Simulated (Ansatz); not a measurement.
## B–B–SH, sextet: reading a ladder of total energies

Geometry: that of the B–B–SH, quartet, kept fixed. The quartet lies 6.3 eV lower here.

```yaml
atoms:
  - { symbol: B, position_ang: [0.0000, 0.0310, 2.2853] }
  - { symbol: B, position_ang: [0.0000, 0.0361, 0.7636] }
  - { symbol: S, position_ang: [0.0000, -0.0625, -0.9902] }
  - { symbol: H, position_ang: [0.0000, 1.2684, -1.2002] }
```

Basis cc-pVDZ; Ansatz 0.2.0. Correlated methods freeze the noble-gas cores, which leaves 13 electrons in 44 orbitals. R marks a restricted (for open shells ROHF) determinant, U an unrestricted one.

Full CI isn't at hand for all of this; UCCSDT(Q) serves as the reference, and is uncertain by the last step of the cluster series or more.

UCCSD has a T1 diagnostic of 0.023 and a largest doubles amplitude of 0.06.

Runs differ by some tens of microhartree through their thresholds and, for an open shell, their frozen cores, so steps under 0.03 kcal/mol mean nothing.

```csv
level,total energy (hartree)
UHF,-447.153999
UMP2,-447.363581
UCCSD,-447.402949
UCCSD(T),-447.411795
UCCSDT,-447.413481
UCCSDT(Q),-447.414120
```

**Question.** What is the correlation energy at UCCSDT(Q), and what share of it do UMP2 and UCCSDT recover?

**Answer.** E(corr) = -447.414120 − (-447.153999) = -0.260121 hartree = -7.078 eV. UMP2: -0.209582 / -0.260121 = 80.57 %. UCCSDT: -0.259482 / -0.260121 = 99.75 %.

**Question.** By how many kcal/mol does UCCSD(T) miss UCCSDT(Q) (1 hartree = 627.509 kcal/mol), and which steps make up the rest?

**Answer.** -447.411795 − (-447.414120) = 0.002325 hartree = 1.46 kcal/mol. Steps: UCCSDT − UCCSD(T) = -1.06, UCCSDT(Q) − UCCSDT = -0.40 kcal/mol. Differences between like states or geometries often cancel part of this.
